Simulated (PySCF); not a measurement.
## Adding and removing an electron: MgF

PBEsol; basis Mg aug-pcseg-1, F aug-pcseg-1; no relativity; PySCF 2.14. Neutral (UKS): doublet (σ ↑), Re = 1.789 Å, ωe = 678 cm⁻¹, De = 4.97 eV, HOMO -4.91 eV, LUMO -3.43 eV.

MgF⁺ (UKS): singlet (closed shell), Re = 1.727 Å, ωe = 794 cm⁻¹, De = 4.58 eV to Mg⁺ + F. The energies at the minima are -298.99248 hartree for MgF and -298.70201 for MgF⁺.

Q: Work out the adiabatic ionisation energy, without and with harmonic zero-point energies (1 hartree = 27.2114 eV, 1 eV = 8065.5 cm⁻¹), and the change of the bond length.

A: At PBEsol: 0.29047 hartree = 7.904 eV between the minima; the zero-point term (794.0 − 678.0)/2 cm⁻¹ = +0.007 eV makes it 7.911 eV. Re changes by -6.2 pm against the neutral. The electron leaves a σ orbital; in so polar a molecule the change of length follows mostly from the change of the ionic charges.

For an ion De counts to the pair picked by the measured ionisation energies or electron affinities, which need not be the lowest pair at this level. States were picked by a PBE0 search and need not be the measured ground states.
